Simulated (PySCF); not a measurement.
# Basis-set dependence of population analyses: dimethylphosphine

Species: dimethylphosphine, C2H7P.
Bonds: C1–P2, P2–C3. Hydrogens: H4, H5, H6 on C1; H7 on P2; H8, H9, H10 on C3.

PBE0 throughout (PySCF), one geometry, spherical d and f functions. Geometry: PBE0-D3(BJ)/def2-SVP; no solvent, vibrations or thermal averaging. Atoms taken as equivalent share a column and are averaged.

Mulliken charges (e):

```json
{"basis": "STO-3G", "functions": "26", "C1/C3": "-0.367", "P2": "+0.374", "H4 (×6)": "+0.075", "H7": "-0.090"}
{"basis": "6-31G", "functions": "45", "C1/C3": "-0.776", "P2": "+0.385", "H4 (×6)": "+0.195", "H7": "-0.005"}
{"basis": "6-31G*", "functions": "60", "C1/C3": "-0.719", "P2": "+0.242", "H4 (×6)": "+0.198", "H7": "+0.007"}
{"basis": "def2-SVP", "functions": "81", "C1/C3": "-0.285", "P2": "+0.112", "H4 (×6)": "+0.078", "H7": "-0.013"}
{"basis": "6-311+G(2d,p)", "functions": "131", "C1/C3": "-0.479", "P2": "-0.002", "H4 (×6)": "+0.157", "H7": "+0.018"}
{"basis": "def2-TZVP", "functions": "141", "C1/C3": "-0.433", "P2": "+0.011", "H4 (×6)": "+0.137", "H7": "+0.037"}
```

IAO charges (e):

```json
{"basis": "STO-3G", "functions": "26", "C1/C3": "-0.565", "P2": "+0.411", "H4 (×6)": "+0.129", "H7": "-0.055"}
{"basis": "6-31G", "functions": "45", "C1/C3": "-0.605", "P2": "+0.277", "H4 (×6)": "+0.159", "H7": "-0.018"}
{"basis": "6-31G*", "functions": "60", "C1/C3": "-0.598", "P2": "+0.339", "H4 (×6)": "+0.150", "H7": "-0.042"}
{"basis": "def2-SVP", "functions": "81", "C1/C3": "-0.590", "P2": "+0.347", "H4 (×6)": "+0.146", "H7": "-0.043"}
{"basis": "6-311+G(2d,p)", "functions": "131", "C1/C3": "-0.617", "P2": "+0.356", "H4 (×6)": "+0.153", "H7": "-0.042"}
{"basis": "def2-TZVP", "functions": "141", "C1/C3": "-0.620", "P2": "+0.364", "H4 (×6)": "+0.154", "H7": "-0.044"}
```

Hirshfeld charges (e):

```
        basis  functions   C1/C3      P2  H4 (×6)      H7
       STO-3G         26  -0.096  +0.174   +0.012  -0.052
        6-31G         45  -0.148  +0.069   +0.042  -0.024
       6-31G*         60  -0.146  +0.060   +0.043  -0.025
     def2-SVP         81  -0.161  +0.106   +0.041  -0.029
6-311+G(2d,p)        131  -0.168  +0.104   +0.043  -0.026
    def2-TZVP        141  -0.169  +0.098   +0.044  -0.025
```

Problem. Which scheme is steadiest as the basis changes?

Solution. Largest range over the bases for any column: Hirshfeld 0.11 e, IAO 0.13 e, Mulliken 0.49 e. Hirshfeld charges move least and Mulliken charges most, counted in e. Without the minimal STO-3G basis the ranges are Hirshfeld 0.05, IAO 0.09, Mulliken 0.49 e.

Problem. How much do the charges still move between the two largest bases, 6-311+G(2d,p) and def2-TZVP?

Solution. At most, over all atoms: Mulliken 0.045 e, IAO 0.008 e, Hirshfeld 0.006 e.

Problem. What do the same runs give for the total energy, the frontier levels and the dipole moment?

Solution. 
| basis | energy (Eh) | HOMO (eV) | LUMO (eV) | μ (D) |
| --- | --- | --- | --- | --- |
| STO-3G | -416.7644 | -4.07 | 7.71 | 0.65 |
| 6-31G | -421.4687 | -6.51 | 1.79 | 1.65 |
| 6-31G* | -421.5185 | -6.57 | 1.60 | 1.47 |
| def2-SVP | -421.3770 | -6.63 | 1.27 | 1.30 |
| 6-311+G(2d,p) | -421.5759 | -6.72 | 0.04 | 1.37 |
| def2-TZVP | -421.5834 | -6.69 | 0.76 | 1.31 |

The dipole is fixed by the density alone, so its range of 1.00 D shows that the density itself changes with the basis, not only its division among atoms.
